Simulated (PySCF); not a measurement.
These 2 structures share the formula C4H3N. Computed with PySCF 2.14.0, PBE0-D3(BJ)/def2-SVP geometry optimisation, gas phase. Energies are electronic, without zero-point or thermal terms, for one conformer each. No frequencies were run at this level. Point groups hold within 0.08 Å.

Problem. Rank from lowest to highest electronic energy at this level (kcal/mol).
A. cyanoallene (`C=C=CC#N`)
B. `N#CC1C=C1`

Solution. A (0.0), B (16.1).

As drawn, the lower has cumulated double bonds, which the higher lacks; the higher has a three-membered ring, which the lower lacks.

```tsv
SMILES	E (Eh)	E rel (kcal/mol)	dipole (D)	point group	A, B, C (MHz)
C=C=CC#N	-208.49187	0.0	4.27	Cs	25852, 2679, 2470
N#CC1C=C1	-208.46628	16.1	4.35	Cs	20108, 3523, 3397
```

Problem. How do the relative energies change in single points at PBE0/pcSseg-1 (no added dispersion term) on the same geometries?

Solution. 
```csv
SMILES,PBE0-D3(BJ)/def2-SVP (kcal/mol),PBE0/pcSseg-1 (kcal/mol),shift
C=C=CC#N,0.0,0.0,0.0
N#CC1C=C1,16.1,17.3,+1.2
```

Each column counts from its own lowest isomer. The order is unchanged; the largest shift is 1.2 kcal/mol.
